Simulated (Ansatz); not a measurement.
1,2-elimination from carbon

Start structure (C2H6O, singlet), relaxed at PBE0-D4/def2-TZVP:

```csv
atom,x (Å),y (Å),z (Å)
O1,-0.6359,-1.3546,-0.1197
C2,-0.2939,-0.0229,-0.4541
H3,-1.1949,0.6012,-0.5363
H4,0.2224,0.0144,-1.4237
C5,0.6066,0.5153,0.6281
H6,0.8958,1.5455,0.4088
H7,1.5121,-0.0896,0.7077
H8,0.0971,0.4962,1.5937
H9,-1.2092,-1.7054,-0.8045
```

The step: C₂H₆O (CCO) → C₂H₄ (C=C) + H₂O; bonds formed: O1–H8; bonds broken: O1–C2, C5–H8. Ansatz 0.2.0; basis: def2-TZVPP and def2-QZVPP; cores frozen in the correlated methods. Extrapolation: Hartree–Fock as exp(−7.88 √X), correlation as X^−2.97. Energies below are by CCSD(T) at an estimated basis limit (MP2 extrapolated from triple and quadruple zeta, plus CCSD(T) − MP2 in triple zeta).

(1) What are the electronic barrier and the energy of the step, from the start structure to the end structure? (To be estimated.)

T1 diagnostic: at most 0.018.

Answers

(1) Computed: Barrier 3.070 eV; step energy 0.496 eV (uphill); reverse barrier, their difference, 2.575 eV. Barrier and step energy count from the start structure, the reverse barrier from the end structure.

The saddle point: One imaginary mode of 1932i cm⁻¹.
| pair | start (Å) | saddle (Å) | end (Å) |
| --- | --- | --- | --- |
| O1–H8 | 2.63 | 1.23 | 0.96 |
| O1–C2 | 1.41 | 1.83 | 3.39 |
| C5–H8 | 1.09 | 1.45 | 2.45 |

Zero-point energy (harmonic, PBE0-D4): ZPE is 2.180 eV at the start and 1.961 eV at the saddle, so the barrier goes from 3.070 to 2.851 eV.

First-order rate constant out of the start structure at 698 K by transition-state theory, with harmonic vibrational free energies alone and no tunnelling: ΔA‡ = 2.869 eV, so k = (kB T/h) exp(−ΔA‡/kB T) ≈ 10^-8 s⁻¹ (an order of magnitude at best: rotation, the number of equivalent paths and anharmonicity are left out).

For scale, one of the runs: CCSD(T)/def2-TZVPP, 177 basis functions, launched by `ansatz run in.yaml --threads 2 --pin off --events-out ev --progress --plain --max-ram 4352MiB`. Time: 25 s of wall clock on 2 CPU threads of an Intel Xeon Platinum 8223CL; the host was shared. Peak host memory: 1.8 GiB.
